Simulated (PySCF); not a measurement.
C3H4F2O.
Z-matrix (Å and degrees, PBE0-D3(BJ)/def2-SVP geometry), rows numbered from 1:
```
F 
C   1  1.3437
F   2  1.3436  1  107.47
C   2  1.5250  1  115.86  3   130.96
O   4  1.4260  2   90.61  1   116.85
C   5  1.4264  4   93.20  2    -0.24
H   4  1.1026  2  114.21  1  -127.30
H   4  1.1026  2  114.28  1     0.97
H   6  1.1026  2  114.23  1    -1.07
H   6  1.1025  2  114.27  1   127.25
```

Theory: MP2 and CCSD/aug-cc-pVDZ in PySCF, restricted Hartree–Fock reference, 6 core orbitals frozen, non-relativistic, gas phase, PBE0-D3(BJ)/def2-SVP geometry.

E(HF) = -389.68009 Eh.

Task: How large is the problem?

Result: 174 basis functions and 48 electrons; 6 orbitals frozen, which leaves o = 18 correlated occupied and v = 150 virtual orbitals. That is o·v = 2700 singles and o·v(o·v + 1)/2 = 3646350 distinct closed-shell doubles amplitudes before symmetry; the costliest CCSD step grows as o²v⁴ = 1.6 × 10^11.

Task: What are the MP2 and CCSD correlation energies?

Result: MP2 -1.0129 Eh and CCSD -1.0473 Eh, which gives totals of -390.69298 and -390.72738 Eh. That is 0.792 eV for each correlated electron at CCSD (2750 kJ/mol in all, 0.268 % of the total energy); MP2 gives 96.7 % of the CCSD value.

Task: What is the T1 diagnostic?

Result: 0.0130, below the customary warning level of 0.02. It is the norm of the spatial-orbital singles amplitudes over the root of the number of correlated electrons, so the norm is 0.078.

Task: How does correlation change the dipole moment?

Result: HF gives 0.43 D and CCSD (unrelaxed density) 0.34 D, a change of -0.09 D.

Connected triples and the basis-set limit are missing.
